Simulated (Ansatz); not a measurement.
Input for Ansatz (development build ahead of 0.2.0):

```yaml
crystal:
  periodic: [false, false, false]
  atoms:
    - { symbol: Si, position_ang: [0.0, 0.0, 0.0] }
    - { symbol: "N", position_ang: [0.0, 0.0, 1.4934] }
basis:
  gaussian: { orbitals: def2-SVP }
magnetization:
  spin_polarized: true
  initial_magnetization: 1
hamiltonian:
  xc: hf
correlation:
  method: mp2
  frozen_orbitals: { "N": 1, Si: 5 }
scf:
  omitted_lower_state_checks: [stability, starts, atomic_configurations, cluster_reference, orbital_swaps, given_window_search, neighbouring_geometries, increment]
```

The input is written out in the form of the current development build from the run's settings.

The run gave:

```yaml
Converged: yes
Reference_energy: -343.12095 hartree
Correlation_energy: -0.20271 hartree
Total_energy: -343.32365 hartree
Spin_squared_of_the_determinant: 0.982
Occupied_orbitals_by_symmetry_in_an_Abelian_subgroup_alpha;_beta: 7 A1 2 B1 2 B2; 6 A1 2 B1 2 B2
```

Messages of the program:
```
mean field -9336.79662207 eV, -343.1209471530 hartree, gradient 2.0e-6 eV, S^2 0.982427; 0 other ends of a descent, 0 dependent functions left out
```

Caution: the unrestricted determinant is spin contaminated.
